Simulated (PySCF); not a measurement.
We consider zinc-blende CdTe, described by Hartree–Fock (GTH pseudopotentials, Gaussian basis; PySCF).

The same calculation (at the measured cell, 34.012 Å³/atom) with different numerical settings; throughout: k mesh 2×2×2:

```csv
run,basis,gap on the mesh (eV),total energy (eV/atom)
1,DZ,8.308,-747.8623
2,TZ,8.390,-748.1641
3,QZ,8.420,-748.2119
```

In the column total energy (eV/atom) the first row differs from the last by +0.3496 and the next to last by +0.0478.

The last row is no converged limit: other settings stay fixed.

Spin–orbit coupling is not included.
